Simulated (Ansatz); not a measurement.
## Ansatz (development build ahead of 0.2.0) run

```yaml
crystal:
  periodic: [false, false, false]
  atoms:
    - { symbol: P, position_ang: [0.59931, -0.87664, 0.02277] }
    - { symbol: P, position_ang: [1.33913, -3.67253, 3.88762] }
basis:
  gaussian: { orbitals: cc-pVDZ }
magnetization:
  spin_polarized: true
hamiltonian:
  xc: hf
correlation:
  method: ccsd_t
  frozen_orbitals: { P: 5 }
```

The input is written out in the form of the current development build from the run's settings.

Results

```json
{
 "Converged": "yes",
 "Reference energy": "-681.41822 hartree",
 "CCSD correlation energy": "-0.16271 hartree",
 "Triples correction": "-0.00204 hartree",
 "Total energy": "-681.58298 hartree",
 "T1 diagnostic": "0.003",
 "Largest doubles amplitude": "0.06"
}
```
